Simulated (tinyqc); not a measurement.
Inside a calculation. Method: ROHF in the sto-3g basis, for H2O+, spin multiplicity 2. One step of it, computed by the program tinyqc.

Question. Iteration 1: Roothaan effective Fock matrix. With projectors Pc = D(beta) S, Po = (D(alpha) - D(beta)) S, Pv = 1 - D(alpha) S, the block xy is Px^T F Py; with Fc = (F(alpha) + F(beta))/2, the blocks are Fc for cc, oo, vv and cv, F(beta) for co and F(alpha) for ov.

F(alpha) (hartree), lower triangle:
```
             1O 1s      1O 2s     1O 2px     1O 2py     1O 2pz      2H 1s      3H 1s
1O 1s   -20.997442
1O 2s    -5.366663  -3.041245
1O 2px    0.000000   0.000000  -1.081891
1O 2py    0.000000   0.000000   0.000000  -1.068530
1O 2pz   -0.029789  -0.150626   0.000000   0.000000  -1.042621
2H 1s    -1.226457  -1.301247   0.000000  -0.580197  -0.430197  -0.997010
3H 1s    -1.226457  -1.301247   0.000000   0.580197  -0.430197  -0.499522  -0.997010
```

F(beta) (hartree), lower triangle:
```
             1O 1s      1O 2s     1O 2px     1O 2py     1O 2pz      2H 1s      3H 1s
1O 1s   -20.972965
1O 2s    -5.328855  -2.860727
1O 2px    0.000000   0.000000  -0.201732
1O 2py    0.000000   0.000000   0.000000  -1.021086
1O 2pz   -0.029789  -0.150626   0.000000   0.000000  -0.995176
2H 1s    -1.216568  -1.244252   0.000000  -0.571101  -0.424038  -0.973889
3H 1s    -1.216568  -1.244252   0.000000   0.571101  -0.424038  -0.481562  -0.973889
```

D(alpha) at the start, lower triangle:
```
            1O 1s      1O 2s    1O 2px     1O 2py    1O 2pz     2H 1s     3H 1s
1O 1s    1.029945
1O 2s   -0.117463   0.546809
1O 2px   0.000000   0.000000  1.000000
1O 2py   0.000000   0.000000  0.000000   0.664629
1O 2pz   0.053743  -0.196237  0.000000   0.000000  0.926266
2H 1s   -0.073079   0.177812  0.000000   0.192034  0.054229  0.130912
3H 1s   -0.073079   0.177812  0.000000  -0.192034  0.054229  0.019941  0.130912
```

D(beta) at the start, lower triangle:
```
            1O 1s      1O 2s    1O 2px     1O 2py    1O 2pz     2H 1s     3H 1s
1O 1s    1.029945
1O 2s   -0.117463   0.546809
1O 2px   0.000000   0.000000  0.000000
1O 2py   0.000000   0.000000  0.000000   0.664629
1O 2pz   0.053743  -0.196237  0.000000   0.000000  0.926266
2H 1s   -0.073079   0.177812  0.000000   0.192034  0.054229  0.130912
3H 1s   -0.073079   0.177812  0.000000  -0.192034  0.054229  0.019941  0.130912
```

overlap S, lower triangle:
```
           1O 1s     1O 2s    1O 2px     1O 2py    1O 2pz     2H 1s     3H 1s
1O 1s   1.000000
1O 2s   0.236704  1.000000
1O 2px  0.000000  0.000000  1.000000
1O 2py  0.000000  0.000000  0.000000   1.000000
1O 2pz  0.000000  0.000000  0.000000   0.000000  1.000000
2H 1s   0.053452  0.472106  0.000000   0.324600  0.219798  1.000000
3H 1s   0.053452  0.472106  0.000000  -0.324600  0.219798  0.224711  1.000000
```

Give: effective F.

Answer.

effective F (hartree), lower triangle:
```
          1O 1s   1O 2s  1O 2px  1O 2py  1O 2pz   2H 1s   3H 1s
1O 1s   -20.985
1O 2s    -5.348  -2.951
1O 2px    0.000   0.000  -0.642
1O 2py    0.000   0.000   0.000  -1.045
1O 2pz   -0.030  -0.151   0.000   0.000  -1.019
2H 1s    -1.222  -1.273   0.000  -0.576  -0.427  -0.985
3H 1s    -1.222  -1.273   0.000   0.576  -0.427  -0.491  -0.985
```
